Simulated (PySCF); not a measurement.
[PySCF 2.14.0 with density-fitted response routines: shielding tensors at PBE0/pcSseg-1 (GIAO); PBE0-D3(BJ)/def2-SVP geometry; isolated molecule; equivalent nuclei averaged; one computed conformer; relativity neglected]

References, each an isolated molecule treated in the same way: TMS for ¹H (σref 31.27), ¹³C (σref 184.41). Acid and N–H amide carbonyl carbons lie up to 10 ppm further downfield in solution (hydrogen bonding). Shifts are as computed. Against solution values, carbons near 30 ppm lie about +2 ppm off and those near 130 ppm about +4 ppm. Of 246 compounds with measured shifts, 49 miss one by over three times the rms of a fit or turn the order of signals round; such compounds aren't used in these exercises. Groups on amide-type nitrogens are kept apart (slow C–N rotation). OH and NH positions are gas-phase values without hydrogen bonding to other molecules.

**Question.** Order these molecules by the shift of their most shielded carbon-bound hydrogen, lowest δ first.
A. OC1CC1
B. Oc1ccc(F)cc1
C. CC(=O)C(C)C

**Answer.** A (0.43 ppm, hydrogen on a three-membered-ring carbon), C (1.03 ppm, hydrogen on a methyl carbon), B (6.70 ppm, hydrogen on an aromatic CH).

**Question.** Order these molecules by the shift of their most shielded carbon, lowest δ first.
A. CCC(N)=O
B. CC(=O)C(C)C
C. Oc1ccc(F)cc1

**Answer.** A (9.6 ppm, methyl carbon), B (20.1 ppm, methyl carbon), C (118.8 ppm, aromatic CH).

**Question.** How many ¹³C and ¹H signals does each give (equivalence by symmetry and fast rotation, but not about amide C–N or C=N bonds)? `CC(=O)C(C)C`, `CCC(N)=O`, `Oc1ccc(F)cc1`, `OC1CC1`

**Answer.** CC(=O)C(C)C: 4 C, 3 H; CCC(N)=O: 3 C, 4 H; Oc1ccc(F)cc1: 4 C, 3 H; OC1CC1: 2 C, 4 H.
